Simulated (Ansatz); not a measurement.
Elements on the sites of an ideal wurtzite lattice, at a guessed lattice constant:

```yaml
crystal:
  lattice:
    - [0.00000, 0.00000, -4.99661]
    - [3.08433, 5.34221, 0.00000]
    - [3.08433, -5.34221, 0.00000]
  atoms:
    - { symbol: N, position: [0.62200, 0.16667, 0.33333] }
    - { symbol: N, position: [0.62200, 0.16667, 0.83333] }
    - { symbol: N, position: [0.62200, 0.66667, 0.33333] }
    - { symbol: N, position: [0.62200, 0.66667, 0.83333] }
    - { symbol: N, position: [0.12200, 0.33333, 0.66667] }
    - { symbol: N, position: [0.12200, 0.33333, 0.16667] }
    - { symbol: N, position: [0.12200, 0.83333, 0.66667] }
    - { symbol: N, position: [0.12200, 0.83333, 0.16667] }
    - { symbol: Si, position: [0.00000, 0.16667, 0.83333] }
    - { symbol: Si, position: [0.00000, 0.66667, 0.33333] }
    - { symbol: Si, position: [0.50000, 0.83333, 0.66667] }
    - { symbol: Zn, position: [0.00000, 0.16667, 0.33333] }
    - { symbol: Zn, position: [0.00000, 0.66667, 0.83333] }
    - { symbol: Ga, position: [0.50000, 0.33333, 0.66667] }
    - { symbol: Ga, position: [0.50000, 0.33333, 0.16667] }
    - { symbol: Ga, position: [0.50000, 0.83333, 0.16667] }
```

Cell and atoms were relaxed without symmetry on coarser meshes and computed once more. These are results of Ansatz, DFT PBE, scalar-relativistic, plane waves, PAW, not measurements.

Cutoff 420 eV; k points 7×6×6 on the computed 16-atom cell (Γ-centred); Gaussian smearing, width 0.10 eV; no spin polarisation.

The relaxation ran on 3×3×3 k points with a smearing of 0.1 eV, from sites shaken by 0.02 Å.

Q: What does the relaxation give?

A: A volume of 11.16 Å³/atom and no gap on the mesh. It lies 0.46 eV/atom below the elements' standard states (static lattices, no corrections for gases). The atoms leave their sites by 0.16 Å (root mean square) and 0.25 Å at most, and the cell stretches by up to 0.8 % at fixed volume.

```xyz
16
Lattice="0.0000 -0.0028 -5.1071 3.1598 5.5315 0.0030 3.1598 -5.5315 -0.0030" Properties=species:S:1:pos:R:3 pbc="T T T"
N     1.5744   -0.9023   -3.0435
N     3.0034   -3.7679   -3.3541
N     3.3052    1.7636   -3.3512
N     4.7341   -0.7595   -3.0490
N     3.1654   -2.0363   -0.5701
N     1.5744    1.0745   -0.5307
N     4.7341    1.1027   -0.8044
N     3.1431    3.4953   -0.5672
Si    3.1447   -3.6707   -0.0639
Si    3.1637    1.8608   -0.0610
Si    4.7341    0.9347   -2.6424
Zn    1.5744   -0.9637   -5.0513
Zn    4.7342   -0.9476   -5.0851
Ga    3.1546   -1.8300   -2.4973
Ga    1.5744    0.9417   -2.5665
Ga    3.1539    3.7016   -2.4944
```

Cost: 2 runs of about 17 core-minutes in all (earlier runs that led there not counted), on Arm Neoverse N1 (shared hosts).